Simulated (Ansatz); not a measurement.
# SiH2S2 (SMILES S[Si]S): MP2/def2-SVPD

Aim: the vertical electron affinity of SiH2S2 at MP2/def2-SVPD, from 2 runs. 

The calculation is run with Ansatz 0.2.0.

18 further runs of the same task are left out: 18 set aside as unsound or not needed.

## Step 1: The structure to begin with

The species is SiH2S2 (5 atoms), meant as a singlet with charge 0. SMILES: `S[Si]S`. The shape is that of a PBE0-D4/def2-TZVP optimisation. This is one conformer, not always the lowest.

Bond lengths: S1–Si2 2.140 Å, Si2–S3 2.145 Å, S1–H4 1.344 Å, S3–H5 1.346 Å. Angles: S1–Si2–S3 98.2°, Si2–S1–H4 94.8°, Si2–S3–H5 101.2°.

## Step 2: A single-point energy at MP2/def2-SVPD

run.yaml reads:

```yaml
crystal:
  periodic: [false, false, false]
  atoms:
    - symbol: S
      position_ang: [-0.640700, -1.023800, -0.541200]
    - symbol: Si
      position_ang: [-0.655200, 0.968900, 0.237800]
    - symbol: S
      position_ang: [1.426500, 1.117300, 0.734200]
    - symbol: H
      position_ang: [-1.954700, -1.042200, -0.825100]
    - symbol: H
      position_ang: [1.874100, -0.093900, 0.352900]
basis:
  gaussian:
    orbitals: def2-SVPD
correlation:
  method: mp2
  frozen_orbitals: {H: 0, S: 5, Si: 5}
accuracy: high
```

Command:

```
$ ansatz run run.yaml --threads 1 --pin off --max-ram 2610MiB --events-out events.jsonl --progress --plain --runs-dir runs
```

Standard output:

```text
Warning: RAYON_NUM_THREADS=1 ignored (pool sized by the plan → 1); use --threads N
Functional definition: HF
  name "HF"
  exchange = exact_x
  correlation = 0
1748 factors; integrals over basis functions are off by at most 3.5e-9 eV
mean field evaluation 1: about -29519.2464 eV, gradient 1.6e1 eV
mean field evaluation 2: about -29519.2535 eV, gradient 1.6e1 eV
mean field evaluation 4: about -29520.4912 eV, gradient 2.1e0 eV
mean field evaluation 8: about -29520.5287 eV, gradient 2.9e-4 eV
mean field -29520.52865504 eV, -1084.8594183397 hartree, gradient 2.8e-8 eV, S^2 0.000000; 0 other end points of the search recorded, 0 dependent functions left out
15 core orbitals not correlated: weight in the atoms' cores, before any rotation towards them, 1.000 or more for the frozen orbitals, at most 0.000 for the correlated occupied ones
reference -29520.52865504 eV, -1084.8594183397 hartree; 9, 9 occupied and 70, 70 virtual orbitals, 1748 factors
second order -10.01348048 eV of doubles, -0.00000000 eV of singles
Total energy: -29530.54213552 eV, -1085.2274069600 hartree
```

Run time: 1.5 s. Hardware: 1 thread of AMD EPYC 9R45 (Zen 5), shared host; peak memory 0.25 GiB.

## Step 3: The doublet anion at the same level

in.yaml reads:

```yaml
basis:
  gaussian:
    orbitals: def2-SVPD
crystal:
  periodic: [false, false, false]
  atoms:
    - {symbol: S, position_ang: [-0.640700, -1.023800, -0.541200]}
    - {symbol: Si, position_ang: [-0.655200, 0.968900, 0.237800]}
    - {symbol: S, position_ang: [1.426500, 1.117300, 0.734200]}
    - {symbol: H, position_ang: [-1.954700, -1.042200, -0.825100]}
    - {symbol: H, position_ang: [1.874100, -0.093900, 0.352900]}
total_charge: -1
magnetization:
  spin_polarized: true
  initial_magnetization: 1
correlation:
  method: mp2
  frozen_orbitals: {H: 0, S: 5, Si: 5}
accuracy: high
```

Command:

```
$ ansatz run in.yaml --threads 1 --pin off --max-ram 2610MiB --events-out events.jsonl --progress --plain --runs-dir runs
```

Standard output:

```text
Warning: RAYON_NUM_THREADS=1 ignored (pool sized by the plan → 1); use --threads N
[... 4 set-up lines as earlier in the session ...]
1749 factors; integrals over basis functions are off by at most 3.5e-9 eV
mean field evaluation 1: about -29518.9863 eV, gradient 1.2e1 eV
mean field evaluation 2: about -29518.9945 eV, gradient 1.2e1 eV
mean field evaluation 4: about -29520.4771 eV, gradient 1.7e0 eV
mean field evaluation 8: about -29520.5432 eV, gradient 5.1e-3 eV
mean field -29520.54323613 eV, -1084.8599541848 hartree, gradient 8.0e-8 eV, S^2 0.781373; 0 other end points of the search recorded, 0 dependent functions left out
15 core orbitals not correlated: weight in the atoms' cores, before any rotation towards them, 1.000 or more for the frozen orbitals, at most 0.000 for the correlated occupied ones
reference -29520.54323613 eV, -1084.8599541848 hartree; 10, 9 occupied and 69, 70 virtual orbitals, 1749 factors
second order -10.20566646 eV of doubles, -0.00000000 eV of singles
Total energy: -29530.74890259 eV, -1085.2350055096 hartree
```

Run time: 2 s. Hardware: 1 thread of AMD EPYC 9R45 (Zen 5), shared host; peak memory 0.34 GiB.

## Step 4: What came out

At MP2/def2-SVPD, 15 core orbitals frozen:

| quantity | value |
| --- | --- |
| singlet SiH2S2: total energy | -1085.22741 Eh |
| singlet SiH2S2: correlation energy (15 core orbitals frozen) | -368.0 mEh |
| doublet anion: total energy | -1085.23501 Eh |
| doublet anion: correlation energy (15 core orbitals frozen) | -375.1 mEh |
| doublet anion: ⟨S²⟩ of the reference determinant | 0.781 |
| vertical electron affinity (to the doublet anion) | 0.207 eV |

**Reading.** At fixed nuclei the extra electron is bound by 0.21 eV (19.9 kJ/mol).
